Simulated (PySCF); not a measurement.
Work out the structure from these simulated measurements.

Formula: CH6Si.

| Property | Result |
| --- | --- |
| Polarisability | 43.1 au [wB97X-D/def2-SVPD] |
| 13C NMR | chemical shifts (computed TMS as zero) by class: -9.9 (1 C) ppm [GIAO B3LYP/pcSseg-1] |
| 1H NMR | chemical shifts (computed TMS as zero) by class: 3.82 (3 H), 0.20 (3 H) ppm [GIAO B3LYP/pcSseg-1] |
| UV, first state | lowest singlet excitation: 8.76 eV (142 nm, f = 0.096) [TDDFT wB97X-D/def2-SVPD] |
| Dipole | 0.78 D [wB97X-D/def2-SVPD] |
| Triplet | lowest triplet excitation (Tamm–Dancoff): 8.26 eV [TDA wB97X-D/def2-SVPD] |
| Rotational structure | rotational constants A, B, C: 55.425, 10.852, 10.851 GHz [PBE0-D3(BJ)/def2-SVP] |
| NMR, other nuclei | isotropic shieldings of nuclei other than C and H, by class: 409 (1 Si) ppm [GIAO B3LYP/pcSseg-1] |
| XPS | Si2p3/2 106.7, C1s 290.4, Si1s 1846.5 eV [ΔSCF SCAN, pcX-2 on the ionised atom, pcseg-1 elsewhere, spin-free X2C, 2p3/2 from a spin–orbit splitting computed afterwards within the 2p shell] |

Gas-phase values; electronic properties from PySCF, density fitting. Levels stand in brackets. Geometry: PBE0-D3(BJ)/def2-SVP; no solvent, vibrations or thermal averaging. Each NMR value is the plain mean over a class of atoms that symmetry, rotation or inversion makes alike.

Q: What is the compound? Reason from the data.

A: The one carbon: carbon bonded to Si and 3 H (-9.9 ppm). Hydrogen classes from least to most shielded: 3 H on a silicon bonded to C and 3 H (3.82 ppm), 3 H on a carbon bonded to Si and 3 H (0.20 ppm). The other shieldings belong to: 409 ppm, silicon bonded to C and 3 H. The core levels belong to: Si2p3/2 106.7 eV, silicon bonded to C and 3 H; C1s 290.4 eV, carbon bonded to Si and 3 H; Si1s 1846.5 eV, silicon bonded to C and 3 H. The optimised geometry has point group C3v and is a prolate symmetric top (the spread among constants that symmetry makes equal is optimisation noise). Structure: SiMeH3 (`[SiH3]C`).
